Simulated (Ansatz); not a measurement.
A Ge8Pt7 cell: a crystal with Pt atoms taken out, relaxed.

```
Ge Pt
1.0
     5.61886   -3.64266   -0.00679
    -5.61928   -3.64328    0.00289
     0.00545    3.63970   -6.11329
Ge Pt
8 7
Direct
  0.17222 0.98646 0.40719
  0.67904 0.51369 0.44260
  0.23424 0.92438 0.90952
  0.73746 0.42697 0.91046
  0.25918 0.58013 0.08632
  0.76708 0.05470 0.07002
  0.35159 0.52844 0.59353
  0.81787 0.99592 0.59365
  0.27524 0.27633 0.79874
  0.02429 0.52443 0.31076
  0.53951 0.04034 0.31055
  0.48011 0.97124 0.69927
  0.97199 0.47617 0.69591
  0.21725 0.21921 0.18346
  0.71561 0.71741 0.18503
```

The calculation used DFT PBEsol, scalar-relativistic, plane waves, PAW (Ansatz).

Cutoff 420 eV; k points 6×6×6 on the computed 15-atom cell (Γ-centred); Gaussian smearing, width 0.10 eV; no spin polarisation.

Task: Describe its local order.

Result: Counting as bonded all pairs within 1.2 times the summed covalent radii:

| atom → neighbour | mean count | mean length (Å) | spread (Å) |
| --- | --- | --- | --- |
| Ge → Ge | 0.50 | 2.73 | 0.01 |
| Ge → Pt | 5.25 | 2.57 | 0.08 |
| Pt → Ge | 6.00 | 2.57 | 0.08 |
| Pt → Pt | 3.43 | 2.95 | 0.04 |

Angles between all pairs of such bonds at an atom (mean ± spread): 102 ± 28° at Ge, 98 ± 33° at Pt.

Task: Does it have a gap?

Result: It has no gap on the mesh. Levels at Γ next to the Fermi level (eV from it): -2.41, -2.24, -2.23, -1.38, -1.04, -0.96, 0.77, 1.02, 1.80, 2.68, 2.72, 2.91. It lies 0.47 eV/atom below the elements' standard states (static lattices, no corrections for gases).

Spin-orbit coupling is left out, which matters for the bands of heavy elements.

Cost: 2 runs of about 19 core-minutes in all (earlier runs that led there not counted), on Arm Neoverse V1 (shared hosts).